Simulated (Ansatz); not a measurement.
SiH4. Charge 0, multiplicity 3. Geometry PBE0-D4/def2-TZVP, that of the neutral singlet; atoms count from 1.

Cartesian coordinates in Å:
```
Si 0.000 0.000 0.000
H -1.152 0.738 0.577
H -0.103 0.001 -1.481
H -0.011 -1.399 0.496
H 1.266 0.660 0.409
```

At PBE0-D4/def2-TZVP a singlet of charge 0 lies 8.50 eV below the triplet at the same geometry.

Question: Estimate the Mulliken populations from the PBE0/def2-TZVP orbitals of Ansatz.

Answer: 
```csv
atom,charge (e),spin (α − β)
Si1,-0.38,1.22
H2,0.07,0.02
H3,0.07,0.02
H4,0.16,0.73
H5,0.07,0.02
```
Mulliken values depend strongly on the basis.

Question: Where does the spin sit?

Answer: Summed by element: Si 1.22, H 0.78, of 2 unpaired in all. Largest on single atoms: Si1 1.22, H4 0.73, H2 0.02.
